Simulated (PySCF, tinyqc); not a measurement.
FCI on RHF in the sto-6g basis, frozen core, for OH-, spin multiplicity 1, step by step. The basis has no diffuse functions, so it cannot describe the extra electron: this is an exercise in the method, not the real anion. The lowest restricted solution is unstable here: a spin-polarised one lies 0.0002 hartree lower (PySCF). One step of it, computed by the program tinyqc.

Task: FCI: determinants and Hamiltonian. Slater-Condon rules over spin orbitals, with the nuclear repulsion and the energy of the frozen orbital added and E(HF) subtracted on the diagonal. Only determinants linked to the reference directly or through others are kept (one block of an abelian symmetry group), so some states are absent.

one-electron integrals dressed by the frozen orbital, h + 2 (pq|11) - (p1|1q) (hartree):
```
           2          3          4          5          6
2  -5.107179   0.278416   0.000000   0.000000  -0.303432
3   0.278416  -3.204686   0.000000   0.000000  -0.991940
4   0.000000   0.000000  -4.603580   0.000000   0.000000
5   0.000000   0.000000   0.000000  -4.603580   0.000000
6  -0.303432  -0.991940   0.000000   0.000000  -3.968504
```

energy of the frozen orbital, 2 h_11 + (11|11) = -59.78497729 hartree

Two-electron integrals over orbitals (pq|rs), unique and non-zero (hartree); the lowest 1 orbital is frozen and left out:
```
(22|22) 0.770826    (32|22) -0.069145   (32|32) 0.078460    (33|22) 0.479227
(33|32) 0.039016    (33|33) 0.610063    (42|42) 0.167072    (43|42) -0.027249
(43|43) 0.017608    (44|22) 0.791135    (44|32) -0.075696   (44|33) 0.463170
(44|44) 0.880663    (52|52) 0.167072    (53|52) -0.027249   (53|53) 0.017608
(54|54) 0.047461    (55|22) 0.791135    (55|32) -0.075696   (55|33) 0.463170
(55|44) 0.785741    (55|55) 0.880663    (62|22) 0.043688    (62|32) 0.067475
(62|33) 0.009324    (62|44) 0.051313    (62|55) 0.051313    (62|62) 0.121641
(63|22) 0.191078    (63|32) -0.076682   (63|33) -0.066398   (63|44) 0.194644
(63|55) 0.194644    (63|62) 0.003569    (63|63) 0.187034    (64|42) 0.020420
(64|43) 0.017460    (64|64) 0.038262    (65|52) 0.020420    (65|53) 0.017460
(65|65) 0.038262    (66|22) 0.684508    (66|32) -0.013174   (66|33) 0.554706
(66|44) 0.677122    (66|55) 0.677122    (66|62) 0.060523    (66|63) 0.109950
(66|66) 0.700922
```

nuclear repulsion = 2.84695204 hartree

Hartree-Fock energy = -74.73010613 hartree

Give: determinants; H - E(HF) between determinants.

Result:

Occupation strings over the orbitals (2 doubly, a alpha, b beta, 0 empty; spin orbitals ordered 1a 1b 2a 2b ...): 222220 22a22b 2a222b 22b22a 2b222a 222202 222022 220222 2ab222 2ba222 202222

H - E(HF) between determinants (hartree):
```
         222220   22a22b   2a222b   22b22a   2b222a   222202   222022   220222
222220   0.0000   0.0000   0.0000   0.0000   0.0000   0.0383   0.0383   0.1870
22a22b   0.0000   0.3627   0.0167  -0.1870  -0.0036  -0.0175  -0.0175   0.1763
2a222b   0.0000   0.0167   0.8963  -0.0036  -0.1216  -0.0204  -0.0204   0.0767
22b22a   0.0000  -0.1870  -0.0036   0.3627   0.0167   0.0175   0.0175  -0.1763
2b222a   0.0000  -0.0036  -0.1216   0.0167   0.8963   0.0204   0.0204  -0.0767
222202   0.0383  -0.0175  -0.0204   0.0175   0.0204   0.3660   0.0475   0.0176
222022   0.0383  -0.0175  -0.0204   0.0175   0.0204   0.0475   0.3660   0.0176
220222   0.1870   0.1763   0.0767  -0.1763  -0.0767   0.0176   0.0176   0.9270
2ab222  -0.0036  -0.0767   0.0811   0.0512  -0.0675   0.0272   0.0272  -0.0689
2ba222   0.0036   0.0512  -0.0675  -0.0767   0.0811  -0.0272  -0.0272   0.0689
202222   0.1216  -0.0675   0.0168   0.0675  -0.0168   0.1671   0.1671   0.0785

         2ab222   2ba222   202222
222220  -0.0036   0.0036   0.1216
22a22b  -0.0767   0.0512  -0.0675
2a222b   0.0811  -0.0675   0.0168
22b22a   0.0512  -0.0767   0.0675
2b222a  -0.0675   0.0811  -0.0168
222202   0.0272  -0.0272   0.1671
222022   0.0272  -0.0272   0.1671
220222  -0.0689   0.0689   0.0785
2ab222   1.1999  -0.0785   0.0392
2ba222  -0.0785   1.1999  -0.0392
202222   0.0392  -0.0392   1.8953
```
